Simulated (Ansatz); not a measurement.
# HSiMg, quartet in 6-31G: errors against full CI

Geometry: a point of a stretch scan, not a stationary point.

```yaml
atoms:
  - { symbol: Si, position_ang: [0.0000, 0.0000, 0.3881] }
  - { symbol: Mg, position_ang: [0.0000, 0.0000, -2.0911] }
  - { symbol: H, position_ang: [0.0000, 0.0000, 1.7031] }
```

Basis 6-31G; Ansatz 0.2.0. Only valence electrons are correlated (noble-gas cores frozen), which leaves 7 electrons in 18 orbitals. Prefix R: restricted or restricted open-shell reference; prefix U: unrestricted. Active spaces: pair = (5e, 5o) about the gap; valence = (7e, 9o) chosen from the atoms' valence shells. The metal's outer-core shells are frozen, which leaves out core–valence correlation.

Full CI is exact within this basis and frozen core; it isn't the basis-set limit. The frozen core follows each run's orbitals, which can shift R against U totals by a few meV.

For open shells CISD and CISDTQ are restricted-active-space CI with the open shells as a complete middle space.

* UHF ⟨S²⟩: 3.775
* T1 diagnostic (RCCSD): 0.0333
* largest doubles amplitude (RCCSD): 0.048
* T1 diagnostic (UCCSD): 0.0247

```json
{"level": "UHF", "E − E(RHF) (eV)": "-0.1366"}
{"level": "RMP2", "E − E(RHF) (eV)": "-1.0539"}
{"level": "UMP2", "E − E(RHF) (eV)": "-1.0792"}
{"level": "RCCSD", "E − E(RHF) (eV)": "-1.5090"}
{"level": "UCCSD", "E − E(RHF) (eV)": "-1.5121"}
{"level": "RCCSD(T)", "E − E(RHF) (eV)": "-1.5408"}
{"level": "UCCSD(T)", "E − E(RHF) (eV)": "-1.5409"}
```

**Question.** Estimate how far full CI in 6-31G lies from RCCSD(T). The table doesn't fix it; the size of (T) and the diagnostics are the guide.

**Answer.** Full CI in 6-31G lies 0.34 kcal/mol below RCCSD(T), which is 46 % of the (T) step (-0.73 kcal/mol). T1 is raised, and the rest is a large part of (T).

The other levels:

| level | E − E(full CI) (kcal/mol) | share of correlation (%) | wall time |
| --- | --- | --- | --- |
| CISD | 1.74 | 95.14 | 0.72 s |
| BCCD(T) | 0.38 | 98.94 | 0.72 s |
| RCCSDT | 0.02 | 99.95 | – |
| UCCSDT | 0.00 | 99.99 | – |
| CISDTQ | 0.02 | 99.93 | 6 s |
| RCCSDT(Q) | 0.00 | 99.99 | 2.2 s |
| UCCSDT(Q) | -0.02 | 100.05 | 2 s |
| RCCSDTQ | 0.00 | 100.00 | 12 s |
| UCCSDTQ | -0.01 | 100.03 | 12 s |
| CASSCF (pair space) | 26.21 | 26.92 | – |
| NEVPT2 (pair space) | 10.39 | 71.03 | 0.6 s |
| CASSCF (valence space) | 10.91 | 69.58 | – |
| NEVPT2 (valence space) | 3.58 | 90.03 | 2.5 s |
| MRCISD (valence space) | 0.46 | 98.71 | – |
| MRCISD+Q (valence space) | 0.29 | 99.20 | 4.1 s |

The correlation energy at full CI, counted from RHF, is -1.555 eV. That run took 3.1 s on 1 thread of Intel Xeon, shared host over 331,072 determinants.

Times hold each run's SCF and search for its determinant on a shared host, so for small cases they say little of a method's own cost; they ran on 1 thread of Intel Xeon. Some runs computed forces too.

The full-CI state has the irrep A2 of C2v, in the program's axes (one component, if the state is degenerate).

Natural occupations of full CI about the gap: 1.970 1.947 0.992 0.991 0.991 0.036 0.019 0.019 0.014 0.006; effectively unpaired electrons, Σ n²(2−n)², 3.02.
